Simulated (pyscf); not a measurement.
H₃Si–PH₂ + H₂O → HO–SiH₂–PH₂ + H₂, a four-centre exchange (singlet surface; H–Si, H–O broken, O–Si, H–H formed). Optimised with ωB97X-D3(BJ)/def2-SVP in PySCF. Energies in kcal/mol from the separated reactants.

Small-basis levels: PySCF, no dispersion term, spherical d functions. 

**Question.** In single points B3LYP/6-31G* puts the saddle at 35.9 kcal/mol and the reaction energy at -17.6 kcal/mol. Should these be trusted to within a few kcal/mol? Compare with ωB97M-D3(BJ)/def2-TZVP.

**Answer.** ωB97M-D3(BJ)/def2-TZVP gives ΔE‡ = 34.2 kcal/mol and ΔE = -16.3 kcal/mol. B3LYP/6-31G* lies 1.7 kcal/mol over it in the barrier and 1.3 kcal/mol under it in the reaction energy, so on this step it holds to within 3.0 kcal/mol. ωB97M-D3(BJ)/def2-TZVP has limits of its own. One saddle was located; it need not be the lowest between these sides.
